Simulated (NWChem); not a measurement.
# fluorine (F2); SMILES FF

Program: NWChem. The level has its own optimisation; frequencies are unscaled.

Problem. Estimate the computed values for Hartree-Fock/STO-3G. Quantities: r F–F (Å); highest harmonic frequency (cm⁻¹); zero-point energy (kcal/mol).

Solution. 
```
Property                           Result
---------------------------------  ------
r F–F (Å)                           1.315
highest harmonic frequency (cm⁻¹)    1678
zero-point energy (kcal/mol)          2.4
```
